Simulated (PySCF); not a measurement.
methylamine (CH5N), SMILES CN.

Geometry: B3LYP-D3(BJ)/def2-TZVP.

Vertical ionisation energy (IE) and electron affinity (EA) in eV. Rows of orbital energies are one-electron estimates. Where ΔSCF, EOM or ADC give a negative EA the extra electron is unbound and the value depends on the basis.

```csv
level,IE,EA
"−ε(HOMO), −ε(LUMO), ωB97X/def2-TZVPD (PySCF)",___,___
"−ε(HOMO), −ε(LUMO), r2SCAN/def2-TZVPD (PySCF)",5.65,-0.59
ADC(2)/aug-cc-pVDZ (PySCF),8.74,-0.76
```

Problem. Some entries are withheld; supply them. (An estimate is asked for; the answer gives what the named calculation found.)

Solution. 
- −ε(HOMO), −ε(LUMO), ωB97X/def2-TZVPD (PySCF), IE: 9.37
- −ε(HOMO), −ε(LUMO), ωB97X/def2-TZVPD (PySCF), EA: -2.17

Computed lowest 1s main lines (those of the lightest heavy element) from CVS-ADC(2)-x/aug-cc-pVDZ (PySCF, non-relativistic), with pole strengths:
292.4 eV (1.53).

Problem. Beyond the first one, list the lowest photoelectron lines from ADC(2)/aug-cc-pVDZ (PySCF) with their pole strengths (two spins summed). (The exact figures need the calculation; the answer reports its results.)

Solution. 12.94 eV (1.83), 13.66 eV (1.79), 14.75 eV (1.79), 16.33 eV (1.79), 21.85 eV (1.75).
